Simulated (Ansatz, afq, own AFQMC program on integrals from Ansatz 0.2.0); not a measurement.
AFQMC on a folder of integrals that Ansatz 0.2.0 wrote.

```yaml
crystal:
  periodic: [false, false, false]
  atoms:
    - {symbol: N, position_ang: [0.016317, 0.028335, -0.079634]}
    - {symbol: H, position_ang: [0.954504, 0.041360, 0.300778]}
    - {symbol: H, position_ang: [-0.466629, 0.836617, 0.292550]}
    - {symbol: H, position_ang: [-0.714625, -1.271733, 0.513300]}
basis:
  gaussian: {orbitals: 6-31G}
magnetization: {spin_polarized: true, initial_magnetization: 0}
correlation: {method: ccsd_t, electrons: outside_noble_gas, hamiltonian_folder: ham}
```

```sh
$ ansatz run in.yaml --threads 1 --pin off --events-out ev --progress --plain --max-ram 16896MiB --backend cuda --devices 0, --max-vram 18GiB
```

Options of the walk:

```
--method free --trial hf --walkers 100 --time-step 0.01 --max-blocks 60 --target-error 0.00136 --factor-cut 1e-05 --seed 7010 --times 0.0,0.2,0.4,0.8,1.2 --taylor-order 8
```

Times are imaginary, in 1/Eh. The walk had a cap of 60 s.

Output of the walk:

```
orbitals 14  electrons 4 4  factors 84 of 228
reference energy -56.04695374 Eh
CCSD correlation -0.15439376 Eh in 11 cycles, weight of the determinant in the CISD state 0.9061
repeat  energy at the last time / Eh  error
    10  -56.197282  0.004934
    20  -56.197152  0.003494
    30  -56.197618  0.002648
    40  -56.199630  0.002207
    50  -56.200648  0.001889
    60  -56.200969  0.001624
time / (1/Eh)  energy / Eh  error  mean overlap
  0.00  -56.202704  0.001941  1.0000
  0.20  -56.200195  0.001597  1.0041
  0.40  -56.199834  0.001444  1.0091
  0.80  -56.203166  0.002007  1.0130
  1.20  -56.200969  0.001624  1.0219
energy -56.200969 +/- 0.001624 Eh
```

The run passed its tests (error under three times the target), which doesn't prove that it has relaxed.

Against this walk (error 44.2 meV) on the same determinant: CCSD(T) 98.2 meV lower, CCSDT(Q) 116.0 meV lower, CCSDTQ 114.8 meV lower, full CI 115.9 meV lower. The error is statistical, and a free projection of finite length keeps a remainder of its start. The last points scatter (meV from the last: -47 ± 53 at 0.00, 21 ± 43 at 0.20, 31 ± 39 at 0.40, -60 ± 55 at 0.80, 0 ± 44 at 1.20); the last is the one printed as the energy, and the gaps above move with that scatter.

Cautions: remainder of the start not in the error; error above the target (44.2 against 37.0 meV); higher spins were not checked; an unrestricted solution with more broken spin lies lower (218 meV, ⟨S²⟩ 0.42), while this determinant keeps restricted orbitals.

The walk took 12 s on 1 × NVIDIA H100 80GB HBM3 with 2 threads of AMD EPYC 7R13 Processor (Zen 3) (shared host) (the card was shared). The log's last line is the free-projection energy.

CCSDT and higher add their correlation energy to the determinant of the CCSD(T) run, since their own runs factorise the integrals more tightly (a shift of under 2 meV). A walk keeps the symmetry of its determinant, which the program's search chose and which needn't be the lowest solution, so a lower state of the same spin and another symmetry isn't excluded.
